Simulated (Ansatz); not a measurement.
**A ladder of methods for AlHOF (SMILES [O][AlH][F])**

The species is AlHOF (4 atoms), meant as a doublet with charge 0. As SMILES, `[O][AlH][F]`. The shape is that of a PBE0-D4/def2-TZVP optimisation.

```xyz
4

O    -0.1283   -1.0616    1.2994
Al    0.0382    0.0261   -0.0370
F    -1.1265   -0.0103   -1.1922
H     1.2721    0.9856   -0.0904
```

Quantity: the energy change with the Al2–H4 bond stretched from 1.564 to 3.128 Å, in eV. The values are calculated.

| level | kind | program | value (eV) | less FCI/STO-3G | CPU time (all runs) |
| --- | --- | --- | --- | --- | --- |
| UPBE/STO-3G | GGA | Ansatz | 4.34 | +0.10 | 7.6 s |
| U-r2SCAN/STO-3G | meta-GGA | Ansatz | 4.59 | +0.35 | 23 s |
| UPBE0/STO-3G | global hybrid | Ansatz | 4.77 | +0.53 | 8.7 s |
| U-wB97X/STO-3G | range-separated hybrid | Ansatz | 5.08 | +0.84 | 48 s |
| UHSE06/STO-3G | range-separated hybrid | Ansatz | 4.76 | +0.52 | 11 s |
| UB2PLYP/STO-3G | double hybrid | Ansatz | 4.82 | +0.58 | 11 s |
| UMP2/STO-3G | perturbation theory | Ansatz | 4.65 | +0.41 | 0.74 s |
| UBCCD(T)/STO-3G | coupled cluster or CI | Ansatz | 4.33 | +0.09 | 1.5 s |
| UCCSD(T)/STO-3G | coupled cluster or CI | Ansatz | 4.32 | +0.08 | 1.2 s |
| FCI/STO-3G | exact in the basis | Ansatz | 4.24 | 0.00 | 29 s |

FCI/STO-3G is exact within its basis and frozen core, so for wave-function methods in that basis the difference is their error; functionals converge differently with the basis, so for them it is only a difference. The first shape isn't each level's own minimum. The values span 4.24 to 5.08 eV. Spin contamination of the reference (⟨S²⟩ at least 0.1 too high) touches UPBE/STO-3G, U-r2SCAN/STO-3G, UPBE0/STO-3G, U-wB97X/STO-3G, UHSE06/STO-3G, UB2PLYP/STO-3G, UMP2/STO-3G, UBCCD(T)/STO-3G, UCCSD(T)/STO-3G. All rows use very small basis sets, so none should be taken for the real molecule's value. In so small a basis fixed costs decide the times, and correlated methods can beat functionals. CPU times are rough (shared hosts, several kinds of processor and program).
